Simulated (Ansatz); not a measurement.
**C₅H₁₀O₂: basis-set convergence**

One table from this session's results is given with a row withheld; the runs are named, their logs left out.

Computed with Ansatz 0.2.0, Gaussian basis. Level: one geometry, several basis sets.

The runs, in order: PBE0-D4/def2-SVP; ωB97M-V/def2-SVP; PBE0-D4/def2-QZVPP; ωB97M-V/def2-QZVPP; the functionals' def2-TZVPP values are taken from earlier runs.

### The geometry

The geometry comes from an earlier relaxation with PBE0-D4 in a triple-zeta def2 set; it is a stationary point, not always the lowest conformer.

SMILES `CCC(C)C(=O)O`, 17 atoms, charge 0, spin multiplicity 1.

Atoms are counted from 1 here; the program's logs count them from 0.

Bond lengths: C1–C2 1.518 Å, C1–H8 1.093 Å, C1–H9 1.092 Å, C1–H10 1.093 Å, C2–C3 1.528 Å, C2–H11 1.095 Å, C2–H12 1.094 Å, C3–C4 1.526 Å, C3–C5 1.507 Å, C3–H13 1.093 Å, C4–H14 1.092 Å, C4–H15 1.092 Å, C4–H16 1.092 Å, C5–O6 1.201 Å, C5–O7 1.347 Å, O7–H17 0.967 Å. Angles: C2–C1–H8 111.3°, C2–C1–H9 111.1°, C2–C1–H10 111.5°, H8–C1–H9 107.9°, H8–C1–H10 107.5°, H9–C1–H10 107.5°, C1–C2–C3 113.6°, C1–C2–H11 109.9°, C1–C2–H12 110.1°, C3–C2–H11 107.5°, C3–C2–H12 108.9°, H11–C2–H12 106.5°, C2–C3–C4 111.7°, C2–C3–C5 111.6°, C2–C3–H13 109.2°, C4–C3–C5 110.0°, C4–C3–H13 109.3°, C5–C3–H13 104.9° and more.

The first run:

in.yaml reads:

```yaml
crystal:
  periodic: [false, false, false]
  atoms:
    - {symbol: C, position_ang: [2.046065, -0.141996, 0.287742]}
    - {symbol: C, position_ang: [0.706746, -0.833526, 0.104546]}
    - {symbol: C, position_ang: [-0.348143, 0.044090, -0.567225]}
    - {symbol: C, position_ang: [-1.662418, -0.706005, -0.764090]}
    - {symbol: C, position_ang: [-0.589567, 1.313337, 0.209268]}
    - {symbol: O, position_ang: [-0.488896, 2.428924, -0.224531]}
    - {symbol: O, position_ang: [-0.956366, 1.072861, 1.483024]}
    - {symbol: H, position_ang: [2.450411, 0.198672, -0.669043]}
    - {symbol: H, position_ang: [2.777036, -0.815795, 0.739191]}
    - {symbol: H, position_ang: [1.959830, 0.732590, 0.938085]}
    - {symbol: H, position_ang: [0.831993, -1.729457, -0.512312]}
    - {symbol: H, position_ang: [0.322293, -1.172242, 1.071193]}
    - {symbol: H, position_ang: [0.027213, 0.376860, -1.538631]}
    - {symbol: H, position_ang: [-1.495648, -1.588193, -1.385984]}
    - {symbol: H, position_ang: [-2.409924, -0.081419, -1.257665]}
    - {symbol: H, position_ang: [-2.068789, -1.035705, 0.194059]}
    - {symbol: H, position_ang: [-1.101814, 1.937006, 1.892374]}
basis:
  gaussian: {orbitals: def2-SVP}
hamiltonian: {xc: pbe0, dispersion: d4}
output: {orbitals: {seedname: orbitals}}
```

Started as:

```sh
> ansatz run in.yaml --threads 2 --pin off --events-out ev --progress --plain --max-ram 20480MiB --backend cpu
```

Steps of the session up to this table: PBE0-D4 in def2-SVP; ωB97M-V in def2-SVP; PBE0-D4 in def2-QZVPP; ωB97M-V in def2-QZVPP.

One of the session's tables, all rows but one given; the rest of the session is left out.

It belongs to the step «Functionals by basis». 

```
functional       basis  HOMO (eV)  LUMO (eV)
   PBE0-D4    def2-SVP          ?          ?
   PBE0-D4  def2-TZVPP      -7.86       0.31
   PBE0-D4  def2-QZVPP      -7.90       0.22
   ωB97M-V    def2-SVP     -10.12       2.88
   ωB97M-V  def2-TZVPP     -10.29       2.34
   ωB97M-V  def2-QZVPP     -10.32       1.72
```

Estimate the missing values for PBE0-D4, def2-SVP.

**Answer.** HOMO (eV): -7.71; LUMO (eV): 0.53. In the column «HOMO (eV)» it is the highest.
